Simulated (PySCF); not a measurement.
**C4H9FO: runs on many settings**

Which settings matter for C4H9FO (`CO[C@@H](C)CF`)?

The runs use PySCF 2.14.0, with density-fitted response routines of our own; the level of theory stands in each step. All values are computed, except where a source is named. Atoms are numbered from 0 throughout.

1 further run of the same task is left out (set aside as unsound or not needed).

## 1. The molecule as given

15 atoms, charge 0, multiplicity 1; geometry from: GFN2-xTB.

Bonds of the start (Å): C0–O1 1.41, O1–C2 1.41, C2–C3 1.53, C2–C4 1.54, C4–F5 1.38, C0–H6 1.10, C0–H7 1.09, C0–H8 1.09, C2–H9 1.10, C3–H10 1.09, C3–H11 1.09, C3–H12 1.09, C4–H13 1.09, C4–H14 1.09.

## 2. NMR shieldings: PBE0/STO-3G

The job: settings as JSON, then the geometry in Å.

```
{"job": {"kind": "nmr", "xc": "PBE0", "basis": "STO-3G", "pop": true, "scf": {"conv": 1e-07}, "grid": 1}, "charge": 0, "multiplicity": 1}
C      1.995917    -0.144139     0.385797
O      0.694230    -0.570115     0.712762
C     -0.290044    -0.245036    -0.245330
C     -1.547391    -1.027002     0.121537
C     -0.595523     1.259987    -0.277965
F      0.279410     1.931829    -1.099532
H      2.296435    -0.518423    -0.600099
H      2.085490     0.946533     0.388571
H      2.651127    -0.561545     1.147788
H      0.060244    -0.540484    -1.249437
H     -1.929276    -0.681422     1.078363
H     -2.310762    -0.900714    -0.640559
H     -1.301020    -2.080835     0.210451
H     -0.496621     1.692829     0.721832
H     -1.596631     1.446524    -0.676090
```

With the program's defaults for keys left out, this is: GIAO PBE0/STO-3G NMR shielding, non-relativistic, gas phase.

On the command line:

```sh
$ OMP_NUM_THREADS=1 python probes_run.py task.json out
```

This one command runs all jobs of the session in turn.

Output:

```text
final grid: 53448 points
cycle   1  E = -328.0843960423  dE =  6.558e-01  |g| = 5.264e-01  |ddm| = 4.582e+00
cycle   2  E = -328.0891007459  dE = -4.705e-03  |g| = 5.692e-01  |ddm| = 1.512e+00
cycle   3  E = -328.1834445358  dE = -9.434e-02  |g| = 2.815e-02  |ddm| = 7.551e-01
cycle   4  E = -328.1837220829  dE = -2.775e-04  |g| = 9.001e-03  |ddm| = 5.988e-02
cycle   5  E = -328.1837478826  dE = -2.580e-05  |g| = 1.814e-03  |ddm| = 1.407e-02
cycle   6  E = -328.1837489361  dE = -1.053e-06  |g| = 1.659e-04  |ddm| = 2.728e-03
cycle   7  E = -328.1837489451  dE = -9.000e-09  |g| = 5.342e-05  |ddm| = 3.081e-04
converged SCF energy = -328.1837489451

GIAO shielding tensors (ppm)
atom      isotropic    diamagn.    paramagn.     s11        s22        s33       span
  0 C      186.571     246.952     -60.381    160.969    167.230    231.514     70.545
  1 O      361.487     375.410     -13.923    335.345    348.011    401.104     65.759
  2 C      173.899     247.397     -73.499    155.718    158.485    207.492     51.774
  3 C      215.786     244.900     -29.114    203.604    212.662    231.093     27.488
  4 C      172.533     249.155     -76.622    141.985    163.537    212.076     70.091
  5 F      445.882     454.675      -8.792    402.413    451.103    484.131     81.718
  6 H       31.405      31.202       0.203     27.612     28.915     37.688     10.076
  7 H       31.038      31.424      -0.387     26.192     30.658     36.264     10.072
  8 H       30.700      29.647       1.053     26.143     27.292     38.664     12.522
  9 H       31.270      33.144      -1.875     28.011     29.515     36.283      8.272
 10 H       32.036      30.850       1.186     27.181     29.639     39.288     12.108
 11 H       32.285      30.572       1.713     26.964     29.460     40.430     13.466
 12 H       31.764      30.222       1.541     26.006     29.223     40.061     14.054
 13 H       30.618      31.646      -1.028     27.289     28.711     35.854      8.565
 14 H       30.863      31.061      -0.198     25.565     30.509     36.515     10.949
```

It took 7.5 s on 1 thread, shared host.

The references, computed at this level on geometries of the same kind, shield at (ppm): ¹H TMS 33.02, ¹³C TMS 236.2, ¹⁹F CFCl3 297.1, ¹⁷O H2O 343.5. Their shielding less the atom's gives the shift. The references are single molecules in the gas phase, so shifts against H2O, NH3, PH3, H3PO4 or CFCl3 are not on the usual liquid scales and can be off by tens of ppm. Atoms listed in one row are averaged.

```csv
atoms,environment,σ (ppm),δ (ppm)
C4,sp3 CH2 bonded to F,172.5,63.6
C2,sp3 CH bonded to O,173.9,62.3
C0,methyl carbon bonded to O,186.6,49.6
C3,methyl carbon,215.8,20.4
H13,hydrogen on an sp3 CH2 bonded to F,30.62,2.40
H14,hydrogen on an sp3 CH2 bonded to F,30.86,2.16
"H6, H7, H8",hydrogen on a methyl carbon bonded to O,31.05,1.97
H9,hydrogen on an sp3 CH bonded to O,31.27,1.75
"H10, H11, H12",hydrogen on a methyl carbon,32.03,0.99
O1,ether oxygen,361.5,-18.0
F5,fluorine on an sp3 carbon,445.9,-148.8
```

Charges from the same density, by scheme (e):

```csv
atoms,Mulliken,IAO,Hirshfeld,ESP fit
C0,-0.14,-0.27,0.03,-0.31
O1,-0.22,-0.22,-0.16,-0.20
C2,0.03,-0.02,0.08,0.29
C3,-0.25,-0.41,-0.04,-0.69
C4,-0.05,-0.12,0.05,-0.17
F5,-0.12,-0.14,-0.09,-0.10
```

Mayer bond orders: C0–O1 1.00, O1–C2 0.98, C2–C3 0.99, C2–C4 0.94, C4–F5 1.01.

## 3. Nuclear shieldings: PBE0/pcSseg-1

Same as in step 2 but for these lines:

```diff
@@ -1,2 +1,2 @@
-{"job": {"kind": "nmr", "xc": "PBE0", "basis": "STO-3G", "pop": true, "scf": {"conv": 1e-07}, "grid": 1}, "charge": 0, "multiplicity": 1}
+{"job": {"kind": "nmr", "xc": "PBE0", "basis": "pcSseg-1", "pop": false, "scf": {"aux": "def2-universal-jkfit"}, "grid": 3}, "charge": 0, "multiplicity": 1}
 C      1.995917    -0.144139     0.385797
```

Method: GIAO PBE0/pcSseg-1 NMR shielding, non-relativistic, gas phase.

Output:

```text
final grid: 173088 points
cycle   1  E = -332.4016909825  dE =  5.521e-01  |g| = 6.862e-01  |ddm| = 3.118e+00
cycle   2  E = -332.3176166865  dE =  8.407e-02  |g| = 9.954e-01  |ddm| = 1.274e+00
cycle   3  E = -332.4841759121  dE = -1.666e-01  |g| = 8.024e-02  |ddm| = 8.291e-01
cycle   4  E = -332.4852425945  dE = -1.067e-03  |g| = 3.416e-02  |ddm| = 6.917e-02
cycle   5  E = -332.4854779766  dE = -2.354e-04  |g| = 6.417e-03  |ddm| = 2.551e-02
cycle   6  E = -332.4854831478  dE = -5.171e-06  |g| = 2.981e-03  |ddm| = 5.595e-03
cycle   7  E = -332.4854847671  dE = -1.619e-06  |g| = 2.926e-04  |ddm| = 2.248e-03
cycle   8  E = -332.4854847829  dE = -1.582e-08  |g| = 1.278e-04  |ddm| = 3.077e-04
cycle   9  E = -332.4854847864  dE = -3.487e-09  |g| = 2.100e-05  |ddm| = 1.038e-04
cycle  10  E = -332.4854847865  dE = -9.993e-11  |g| = 3.904e-06  |ddm| = 2.516e-05
converged SCF energy = -332.4854847865

GIAO shielding tensors (ppm)
atom      isotropic    diamagn.    paramagn.     s11        s22        s33       span
  0 C      125.975     244.862    -118.887     94.861    102.657    180.408     85.547
  1 O      284.584     397.358    -112.774    243.285    275.764    334.703     91.418
  2 C      104.760     245.498    -140.738     86.246     92.446    135.589     49.342
  3 C      167.264     247.411     -80.147    144.686    169.645    187.461     42.775
  4 C       91.803     244.599    -152.796     54.740     80.532    140.137     85.397
  5 F      405.673     473.713     -68.041    363.458    383.613    469.946    106.488
  6 H       28.379      29.736      -1.356     25.078     25.969     34.091      9.014
  7 H       27.799      30.021      -2.222     23.574     26.601     33.223      9.649
  8 H       27.895      28.813      -0.918     23.894     25.529     34.261     10.367
  9 H       28.023      31.984      -3.960     26.177     27.077     30.815      4.638
 10 H       30.677      30.039       0.638     27.208     29.009     35.813      8.605
 11 H       30.911      29.531       1.379     26.713     28.540     37.480     10.767
 12 H       30.376      29.527       0.849     26.224     28.370     36.534     10.310
 13 H       26.898      30.109      -3.212     23.620     27.625     29.448      5.828
 14 H       27.066      29.839      -2.773     22.012     28.979     30.206      8.194
```

Run time: 60 s. Hardware: 1 thread, shared host.

This run: δ C4 95.1, C2 82.2, C0 60.9, C3 19.7, H13 4.82, H14 4.65 ppm.

## 4. TDDFT and polarisability: OPBE/def2-TZVP

Same as in step 3 but for these lines:

```diff
@@ -1,2 +1,2 @@
-{"job": {"kind": "nmr", "xc": "PBE0", "basis": "pcSseg-1", "pop": false, "scf": {"aux": "def2-universal-jkfit"}, "grid": 3}, "charge": 0, "multiplicity": 1}
+{"job": {"kind": "uv", "xc": "OPBE", "basis": "def2-TZVP", "nstates": 1, "ntriplets": 2, "tda": false, "grid": 4}, "charge": 0, "multiplicity": 1}
 C      1.995917    -0.144139     0.385797
```

Method: TDDFT OPBE/def2-TZVP, vertical, gas phase, core orbitals frozen in the response.

Output:

```text
coarse grid: 12096 points
cycle   1  E = -332.7565210179  dE =  4.160e-01  |g| = 7.659e-01  |ddm| = 2.687e+00
cycle   2  E = -332.4788311480  dE =  2.777e-01  |g| = 1.441e+00  |ddm| = 3.515e+00
cycle   3  E = -332.8635226196  dE = -3.847e-01  |g| = 1.789e-01  |ddm| = 2.821e+00
cycle   4  E = -332.8695122088  dE = -5.990e-03  |g| = 6.671e-02  |ddm| = 1.723e-01
cycle   5  E = -332.8703557813  dE = -8.436e-04  |g| = 1.599e-02  |ddm| = 6.328e-02
cycle   6  E = -332.8703876751  dE = -3.189e-05  |g| = 7.817e-03  |ddm| = 1.856e-02
cycle   7  E = -332.8703987555  dE = -1.108e-05  |g| = 9.559e-04  |ddm| = 6.708e-03
cycle   8  E = -332.8703988995  dE = -1.440e-07  |g| = 5.222e-04  |ddm| = 1.379e-03
final grid: 312904 points
cycle   9  E = -332.8572374362  dE = -1.970e-04  |g| = 2.774e-02  |ddm| = 1.078e-01
cycle  10  E = -332.8569144255  dE =  3.230e-04  |g| = 5.119e-02  |ddm| = 6.099e-02
cycle  11  E = -332.8573554231  dE = -4.410e-04  |g| = 4.551e-03  |ddm| = 4.403e-02
cycle  12  E = -332.8573598544  dE = -4.431e-06  |g| = 9.425e-04  |ddm| = 6.439e-03
cycle  13  E = -332.8573600166  dE = -1.622e-07  |g| = 3.119e-04  |ddm| = 1.354e-03
cycle  14  E = -332.8573600334  dE = -1.682e-08  |g| = 9.495e-05  |ddm| = 2.866e-04
cycle  15  E = -332.8573600350  dE = -1.591e-09  |g| = 2.219e-05  |ddm| = 7.862e-05
cycle  16  E = -332.8573600351  dE = -8.913e-11  |g| = 8.971e-06  |ddm| = 2.478e-05
converged SCF energy = -332.8573600351

Static polarisability (au): isotropic 55.482, principal 49.413 54.162 62.871

Singlet excitations
state   eV       nm        f      main configurations
  1   6.6006    187.8   0.00458   H->L 0.99

Triplet excitations (Tamm-Dancoff, eV): 6.4920 6.8328
```

Wall time 3 min (1 thread, shared host).

The orbitals next to the gap, with their largest atomic shares:

```csv
orbital,eV,atoms
HOMO−3,-8.29,"F5 31 %, C2 12 %, O1 12 %"
HOMO−2,-7.72,"F5 45 %, C4 21 %, H13 12 %"
HOMO−1,-7.33,"O1 42 %, C2 13 %, C0 12 %"
HOMO,-5.76,"O1 56 %, C0 10 %, C2 10 %"
LUMO,0.79,"H11 19 %, H12 12 %, C3 11 %"
LUMO+1,1.16,"C4 31 %, H13 11 %, H7 10 %"
LUMO+2,1.39,"H6 21 %, H9 14 %, C0 10 %"
```

With each of the 1 states as a Gaussian band of 0.4 eV half-width at 1/e, the curve within the window shown has maxima at 188 nm (ε 190) L/(mol cm). Beyond the last state computed it falls off for lack of states. The curve at chosen wavelengths:

(nm, ε (L/mol/cm)): (180, 106), (181, 121), (182, 136), (183, 149), (184, 161), (185, 171), (186, 179), (187, 183), (188, 185), (189, 184), (190, 181), (191, 175), (192, 166), (194, 145), (195, 133), (196, 120), (197, 107), (198, 95), (199, 83), (200, 71), (201, 61), (202, 51), (203, 43), (204, 36), (205, 29), (206, 24)

Further results of this job:

```csv
property,computed
dipole moment (D),0.82
polarisability (Å³),8.22
HOMO–LUMO gap (eV),6.55
−ε(HOMO) (eV),5.76
```

## 5. NMR shieldings: KT2/pcJ-1 in cyclohexane

Same as in step 4 but for these lines:

```diff
@@ -1,2 +1,2 @@
-{"job": {"kind": "uv", "xc": "OPBE", "basis": "def2-TZVP", "nstates": 1, "ntriplets": 2, "tda": false, "grid": 4}, "charge": 0, "multiplicity": 1}
+{"job": {"kind": "nmr", "xc": "KT2", "basis": "pcJ-1", "solvent": "cyclohexane", "pop": false, "scf": {"aux": "def2-qzvpp-jkfit"}}, "charge": 0, "multiplicity": 1}
 C      1.995917    -0.144139     0.385797
```

Level: GIAO KT2/pcJ-1 NMR shielding, non-relativistic, IEF-PCM cyclohexane.

Output:

```text
final grid: 115992 points
cycle   1  E = -337.9040718125  dE =  4.353e-01  |g| = 8.971e-01  |ddm| = 2.824e+00
cycle   2  E = -337.5668086448  dE =  3.373e-01  |g| = 1.629e+00  |ddm| = 2.428e+00
cycle   3  E = -338.0365002111  dE = -4.697e-01  |g| = 1.953e-01  |ddm| = 1.910e+00
cycle   4  E = -338.0435511038  dE = -7.051e-03  |g| = 6.950e-02  |ddm| = 1.858e-01
cycle   5  E = -338.0444794023  dE = -9.283e-04  |g| = 1.638e-02  |ddm| = 5.206e-02
cycle   6  E = -338.0445098695  dE = -3.047e-05  |g| = 8.460e-03  |ddm| = 1.550e-02
cycle   7  E = -338.0445233688  dE = -1.350e-05  |g| = 1.030e-03  |ddm| = 6.849e-03
cycle   8  E = -338.0445235005  dE = -1.316e-07  |g| = 5.909e-04  |ddm| = 1.183e-03
cycle   9  E = -338.0445235777  dE = -7.725e-08  |g| = 1.002e-04  |ddm| = 5.200e-04
cycle  10  E = -338.0445235799  dE = -2.194e-09  |g| = 2.329e-05  |ddm| = 1.061e-04
cycle  11  E = -338.0445235800  dE = -1.037e-10  |g| = 1.017e-05  |ddm| = 2.480e-05
converged SCF energy = -338.0445235800

GIAO shielding tensors (ppm)
atom      isotropic    diamagn.    paramagn.     s11        s22        s33       span
  0 C      126.702     249.703    -123.001     94.315    101.948    183.844     89.529
  1 O      271.134     400.193    -129.059    225.325    264.563    323.514     98.189
  2 C      102.811     248.341    -145.530     83.639     89.732    135.062     51.423
  3 C      170.270     252.268     -81.998    147.066    172.379    191.366     44.300
  4 C       92.005     249.244    -157.239     53.006     81.014    141.993     88.987
  5 F      392.222     478.056     -85.833    349.344    366.905    460.418    111.074
  6 H       28.242      29.619      -1.377     24.849     25.996     33.880      9.031
  7 H       27.675      29.833      -2.158     23.533     26.274     33.217      9.684
  8 H       27.796      29.033      -1.237     23.909     25.428     34.051     10.142
  9 H       27.875      31.452      -3.577     26.059     27.002     30.565      4.506
 10 H       30.814      30.081       0.733     27.467     29.188     35.786      8.319
 11 H       30.883      29.859       1.023     26.689     28.641     37.318     10.630
 12 H       30.555      29.752       0.803     26.523     28.578     36.565     10.043
 13 H       26.803      29.909      -3.106     23.500     27.391     29.518      6.017
 14 H       26.826      29.892      -3.066     21.735     28.713     30.030      8.296
```

Run time: 66 s. Hardware: 1 thread, shared host.

This run: σ C4 92.0, C2 102.8, C0 126.7, C3 170.3, H13 26.80, H14 26.83 ppm.

## 6. Side by side: NMR shifts

Isotropic shieldings (ppm) of some atoms, chosen among heavy atoms and hydrogens apart, with basis size and wall time:

```csv
run,C4,C2,C0,H13,H14,O1,F5,functions,time
PBE0/STO-3G,172.5,173.9,186.6,30.62,30.86,361.5,445.9,39,7.5 s
PBE0/pcSseg-1,91.8,104.8,126.0,26.90,27.07,284.6,405.7,147,60 s
KT2/pcJ-1 in cyclohexane,92.0,102.8,126.7,26.80,26.83,271.1,392.2,252,66 s
```

## 7. Results

| quantity | value |
| --- | --- |
| ¹³C shifts against TMS (PBE0/STO-3G) | 63.6, 62.3, 49.6, 20.4 ppm |
| ¹H shifts against TMS (PBE0/STO-3G, means over atoms taken as alike) | 2.40, 2.16, 1.97, 1.75, 0.99 ppm |
| ¹⁷O shifts against H2O (PBE0/STO-3G) | -18.0 ppm |
| ¹⁹F shifts against CFCl3 (PBE0/STO-3G) | -148.8 ppm |
| lowest singlet (OPBE/def2-TZVP) | 6.60 eV (188 nm), f = 0.005 |
| lowest triplet | 6.49 eV |
| range of the shielding of O1 | 271.1 to 361.5 ppm |
| property runs in this session | 4, of which 0 failed and 1 gave unsound results |

What this shows: Single values in the summary come from the first run of each kind that ended normally (PBE0/STO-3G; OPBE/def2-TZVP), which need not be the best level. A minimal basis gives no usable values, so read them as a test of settings alone. At PBE0/STO-3G: Shielding is most anisotropic at F5 (span 82 ppm, paramagnetic term -9 ppm). The lowest singlet, at 6.60 eV, is HOMO→LUMO 0.99 and is weak. The lowest triplet lies 0.11 eV below the lowest singlet (triplets in Tamm-Dancoff, singlets in full TDDFT). States above −ε(HOMO) lie where TDDFT describes them poorly and they hang on the basis; the brightest is among them. The basis of OPBE/def2-TZVP has no diffuse functions, so Rydberg states are missing and the high states are unreliable. Across the 3 runs the shielding of O1 moves most, between 271.1 (KT2/pcJ-1 in cyclohexane) and 361.5 ppm (PBE0/STO-3G). A minimal basis is unusable for shieldings, so that end is no result.
